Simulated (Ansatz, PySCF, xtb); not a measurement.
Bond stretch in SH, doublet.

- UMP2/3-21G = unrestricted MP2 (frozen core)/3-21G run with PySCF
- GFN1-xTB (xtb)
- ROCCSD(T) = CCSD(T) on ROHF/aug-cc-pVDZ, frozen core run with Ansatz (a first-principles code)
- UHF/STO-3G = unrestricted Hartree-Fock/STO-3G (PySCF)
- UCCSD = CCSD on UHF/aug-cc-pVDZ, frozen core (Ansatz)

Energies are in kJ/mol, each relative to the lowest point of its own curve between 1.13 and 1.63 Å, where full CI is lowest.

```
R / Å  UMP2/3-21G  GFN1-xTB  ROCCSD(T)  UHF/STO-3G  UCCSD
-----  ----------  --------  ---------  ----------  -----
0.98        379.8     338.8      373.8       414.2  372.4
1.06        201.7     160.6      197.4       216.5  196.2
1.13        104.8      73.3      101.0       107.3  100.0
1.19         52.8         …       49.2        48.9   48.4
1.25         21.4       8.7       18.4        15.3   17.9
1.28         11.7       3.0        9.2           …    8.8
1.32          3.7       0.0        2.1         0.0    1.9
1.37          0.0       1.9        0.0         1.2    0.0
1.42            …       8.6        3.8        10.4    4.1
1.47          7.7      19.2       12.1        25.7   12.6
1.55         23.4      42.0       32.0           …   33.0
1.63         45.1      70.5       57.0           …   58.7
1.73         81.7     111.5       91.9       153.9   94.5
1.82        118.7     150.7      124.2       191.6  128.1
2.00        172.3     227.3      184.9       240.3  192.6
2.20            …     303.2      240.2       268.4  251.0
2.40        220.5     367.5          —       282.5  289.9
2.66        231.1     433.4          —       291.1  315.1
2.98        236.8     489.8          —       295.3  326.1
3.43        239.7         —          —       297.0  330.5
3.97        240.8         —          —       297.3  331.8
4.59        241.1         —          —       297.4  332.3
```

Question: Fill in the missing entries.

Answer: 
- 1.19, GFN1-xTB: 30.9
- 1.28, UHF/STO-3G: 6.0
- 1.42, UMP2/3-21G: 1.8
- 1.55, UHF/STO-3G: 59.9
- 1.63, UHF/STO-3G: 101.6
- 2.20, UMP2/3-21G: 204.1

Dashes: no converged value, or the column stops at the first point that the program doubted or that broke a chosen test of continuity, which isn't proof of a fault.

The unrestricted determinant behind UMP2/3-21G is spin-contaminated at 1.73 to 4.59 Å (<S²> up to 1.8, against 0.75 for a pure doublet). The T1 diagnostic of CCSD on the restricted reference of ROCCSD(T) exceeds 0.045 at 2.40 Å. The unrestricted determinant behind UHF/STO-3G is spin-contaminated at 1.73 to 4.59 Å (<S²> up to 1.7, against 0.75 for a pure doublet). The unrestricted determinant behind UCCSD is spin-contaminated at 1.82 to 4.59 Å (<S²> up to 1.8, against 0.75 for a pure doublet).
